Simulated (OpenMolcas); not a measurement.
# SF2 (sulfur difluoride) at 6 levels

We compute a comparison of 6 runs (HF/3-21G, HF/def2-TZVP, M06-L/def2-TZVP, PBE0/def2-TZVP, TPSS/def2-TZVP, r2SCAN/def2-TZVP) of SF2 (sulfur difluoride). 

Program for the calculation: OpenMolcas 26.06.

## 1. The structure to begin with

SF2 has 3 atoms, charge 0, and is taken as a singlet. As SMILES, `FSF`. Geometry: relaxed at PBE0-D4/def2-TZVP.

Bond lengths: F1–S2 1.590 Å, S2–F3 1.590 Å. Angles: F1–S2–F3 98.6°.

## 2. Energy and gradient at HF/3-21G (run 1)

The input, test.input:

```
&GATEWAY
  BasLib=$CurrDir
  Coord
  3
  angstrom
  F        0.440140       1.116450       0.365400
  S       -0.601990       0.126530      -0.315250
  F        0.161840      -1.242970      -0.050150
  Basis=3-21G
  Group=NoSym

&SEWARD

&SCF
  Thresholds=1e-10 1e-07 1e-07 1e-05
  PrOrbitals=1 1

&ALASKA
```

The basis set 3-21G is read from a file made from the Basis Set Exchange's data (not shown).

Started as:

```
$ export MOLCAS_MEM=1860
$ pymolcas test.input > test.log
```

The program printed:

```text
--- Start Module: gateway ---
[...]
--- Stop Module: gateway /rc=_RC_ALL_IS_WELL_ ---
[...]
      Basis functions           31
[...]
--- Start Module: scf ---
[...]
       Convergence after  12 Iterations
[...]
::    Total SCF energy                               -593.2782541872
[...]
      Total spin, S                                     0.0000000000
[...]
      Total electronic charge=   34.000000
      Total            charge=   -0.000000
[...]
      Dipole Moment (debye):
      Origin of the operator (angstrom)=   -0.1116    0.0235   -0.0585
                   X= -1.6763E+00               Y=  3.5231E-01               Z= -8.7784E-01           Total=  1.9247E+00
      Quadrupole Moment (debye*angstrom):
[...]
--- Stop Module: scf /rc=_RC_ALL_IS_WELL_ ---
--- Start Module: alaska ---
[...]
 *              Molecular gradients               *
 **************************************************
  Irreducible representation: a
 ------------------------------------------------------------------------------------------
                              X                       Y                       Z
 ------------------------------------------------------------------------------------------
  F1               -3.49498347516306E-02   -3.12709779552041E-02   -2.26117784074189E-02
  S2                6.10125920790807E-02   -1.28276164840750E-02    3.19508059755993E-02
  F3               -2.60627573274324E-02    4.40985944392516E-02   -9.33902756818616E-03
 ------------------------------------------------------------------------------------------
--- Stop Module: alaska /rc=_RC_ALL_IS_WELL_ ---
[...]
```

Wall time 1.9 s (1 thread of Arm Neoverse V1, shared host); peak memory 0.37 GiB.

## 3. Energy and forces at HF/def2-TZVP (run 2)

The input, calc.inp:

```
>>> EXPORT MOLCAS_PRINT=2

&GATEWAY
  BasLib=$CurrDir
  Coord
  3
  bohr
  F      0.83174406     2.10978473     0.69050593
  S     -1.13759623     0.23910705    -0.59573616
  F      0.30583328    -2.34887288    -0.09476977
  Basis=def2-TZVP
  Group=NoSym

&SEWARD

&SCF
  Thresholds=1e-10 1e-07 1e-07 1e-05
  PrOrbitals=1 1

&ALASKA
```

The basis set def2-TZVP is read from a file made from the Basis Set Exchange's data (not shown).

Started as:

```
$ export MOLCAS_MEM=1860
$ pymolcas calc.inp > calc.log
```

The program printed:

```text
--- Start Module: gateway ---
[...]
--- Stop Module: gateway /rc=_RC_ALL_IS_WELL_ ---
[...]
      Basis functions           99
[...]
--- Start Module: scf ---
[...]
       Convergence after  13 Iterations
[...]
::    Total SCF energy                               -596.4496197749
[...]
      Total spin, S                                     0.0000000000
[...]
      Total electronic charge=   34.000000
      Total            charge=   -0.000000
[...]
      Dipole Moment (debye):
      Origin of the operator (angstrom)=   -0.1116    0.0235   -0.0585
                   X= -1.2410E+00               Y=  2.6082E-01               Z= -6.4991E-01           Total=  1.4250E+00
      Quadrupole Moment (debye*angstrom):
[...]
--- Stop Module: scf /rc=_RC_ALL_IS_WELL_ ---
[...]
--- Start Module: alaska ---
[...]
 *              Molecular gradients               *
 **************************************************
  Irreducible representation: a
 ------------------------------------------------------------------------------------------
                              X                       Y                       Z
 ------------------------------------------------------------------------------------------
  F1                1.43636734588455E-02    1.75595966386890E-02    9.81832100316904E-03
  S2               -2.39886572811123E-02    5.03949024599581E-03   -1.25627225008440E-02
  F3                9.62498382231392E-03   -2.25990868846253E-02    2.74440149767141E-03
 ------------------------------------------------------------------------------------------
--- Stop Module: alaska /rc=_RC_ALL_IS_WELL_ ---
[...]
```

Run time: 11 s. Hardware: 1 thread of Arm Neoverse V1, shared host; peak memory 0.55 GiB.

## 4. Energy and forces at M06-L/def2-TZVP (run 3)

The input, mol.inp:

```
* F2S Kohn-Sham DFT
>>> EXPORT MOLCAS_PRINT=2
&GATEWAY
BASLIB
$CurrDir
COORD
3
angstrom
F        0.440140       1.116450       0.365400
S       -0.601990       0.126530      -0.315250
F        0.161840      -1.242970      -0.050150
BASIS
def2-TZVP
GROUP
NoSym
&SEWARD
GRIDINPUT
Grid=UltraFine
End of Grid
&SCF
KSDFT
M06L
THRESHOLDS
1e-10 1e-07 1e-07 1e-05
PRORBITALS
1 2
&ALASKA
```

The basis set def2-TZVP is read from a file made from the Basis Set Exchange's data (not shown).

Started as:

```
$ export MOLCAS_MEM=1860
$ pymolcas mol.inp > mol.log
```

The program printed:

```text
--- Start Module: gateway ---
[...]
--- Stop Module: gateway /rc=_RC_ALL_IS_WELL_ ---
[...]
      Basis functions           99
[...]
--- Start Module: scf ---
[...]
       Convergence after  13 Iterations
[...]
::    Total KS-DFT energy                            -597.8845248891
[...]
      Total spin, S                                     0.0000000000
[...]
      Total electronic charge=   34.000000
      Total            charge=   -0.000000
[...]
      Dipole Moment (debye):
      Origin of the operator (angstrom)=   -0.1116    0.0235   -0.0585
                   X= -8.0164E-01               Y=  1.6847E-01               Z= -4.1981E-01           Total=  9.2046E-01
      Quadrupole Moment (debye*angstrom):
[...]
--- Stop Module: scf /rc=_RC_ALL_IS_WELL_ ---
[...]
--- Start Module: alaska ---
[...]
 *              Molecular gradients               *
 **************************************************
  Irreducible representation: a
 ------------------------------------------------------------------------------------------
                              X                       Y                       Z
 ------------------------------------------------------------------------------------------
  F1               -2.34292279601078E-03   -1.87517108134116E-03   -1.49114407146111E-03
  S2                4.14229620321294E-03   -8.73018589831354E-04    2.16898291111001E-03
  F3               -1.79937340728742E-03    2.74818967117341E-03   -6.77838839655553E-04
 ------------------------------------------------------------------------------------------
--- Stop Module: alaska /rc=_RC_ALL_IS_WELL_ ---
[...]
```

Wall time 25 s (1 thread of Arm Neoverse V1, shared host); peak memory 0.55 GiB.

Runs 4 to 5 aren't shown in full; the table further down has their settings and results.

## 5. Energy and gradient at r2SCAN/def2-TZVP (run 6)

The input, run.input:

```
* F2S Kohn-Sham DFT

&GATEWAY
  BASLIB=$CurrDir
  COORD
  3
  angstrom
  F        0.440140       1.116450       0.365400
  S       -0.601990       0.126530      -0.315250
  F        0.161840      -1.242970      -0.050150
  BASIS=def2-TZVP
  GROUP=NoSym

&SEWARD
  GRIDINPUT
  Grid=UltraFine
  End of Grid

&SCF
  KSDFT=2
  1.0 MGGA_X_R2SCAN
  1.0 MGGA_C_R2SCAN
  THRESHOLDS=1e-10 1e-07 1e-07 1e-05
  PRORBITALS=0

&ALASKA
```

The basis set def2-TZVP is read from a file made from the Basis Set Exchange's data (not shown).

Started as:

```
$ export MOLCAS_MEM=1860
$ pymolcas run.input > run.log
```

The program printed:

```text
--- Start Module: gateway ---
[...]
--- Stop Module: gateway /rc=_RC_ALL_IS_WELL_ ---
[...]
      Basis functions           99
[...]
--- Start Module: scf ---
[...]
       Convergence after  13 Iterations
[...]
::    Total KS-DFT energy                            -597.8195790089
[...]
      Total spin, S                                     0.0000000000
[...]
      Total electronic charge=   34.000000
      Total            charge=   -0.000000
[...]
      Dipole Moment (debye):
      Origin of the operator (angstrom)=   -0.1116    0.0235   -0.0585
                   X= -8.1331E-01               Y=  1.7092E-01               Z= -4.2592E-01           Total=  9.3386E-01
      Quadrupole Moment (debye*angstrom):
[...]
--- Stop Module: scf /rc=_RC_ALL_IS_WELL_ ---
[...]
--- Start Module: alaska ---
[...]
 *              Molecular gradients               *
 **************************************************
  Irreducible representation: a
 ------------------------------------------------------------------------------------------
                              X                       Y                       Z
 ------------------------------------------------------------------------------------------
  F1               -4.53049168310216E-03   -4.59486487742033E-03   -2.99152661001045E-03
  S2                7.78560934701034E-03   -1.63892918422981E-03    4.07690595977250E-03
  F3               -3.25511766391173E-03    6.23379406169278E-03   -1.08537934980735E-03
 ------------------------------------------------------------------------------------------
--- Stop Module: alaska /rc=_RC_ALL_IS_WELL_ ---
[...]
```

It took 25 s on 1 thread of Arm Neoverse V1, shared host; peak memory 0.55 GiB.

## 6. Overview of the runs

```
run             level  integration grid  energy (Eh)  dipole moment (D)  HOMO energy (eV)  LUMO energy (eV)  wall time
  1          HF/3-21G                 –  -593.278254               1.92            -10.91              3.37      1.9 s
  2      HF/def2-TZVP                 –  -596.449620               1.42            -10.78              2.48       11 s
  3   M06-L/def2-TZVP         UltraFine  -597.884525               0.92             -5.84             -2.33       25 s
  4    PBE0/def2-TZVP         UltraFine  -597.600951               1.06             -7.18             -1.65       21 s
  5    TPSS/def2-TZVP         UltraFine  -597.968250               0.92             -5.82             -2.61       26 s
  6  r2SCAN/def2-TZVP         UltraFine  -597.819579               0.93             -5.96             -2.54       25 s
```

## 7. What came out

```
                       quantity          value
            run 6: total energy  -597.81958 Eh
           run 6: dipole moment         0.93 D
             run 6: HOMO energy       -5.96 eV
             run 6: LUMO energy       -2.54 eV
           run 6: HOMO–LUMO gap        3.42 eV
run 6: largest force on an atom     0.460 eV/Å
```

The dipole moment (its size) runs from 0.92 D (M06-L/def2-TZVP) to 1.92 D (HF/3-21G). The two ends differ in method and basis. The HOMO–LUMO gap runs from 3.21 eV (TPSS/def2-TZVP) to 14.28 eV (HF/3-21G). Totals of different functionals can't be ranked against each other. All runs together took 1.8 min, the longest 26 s.
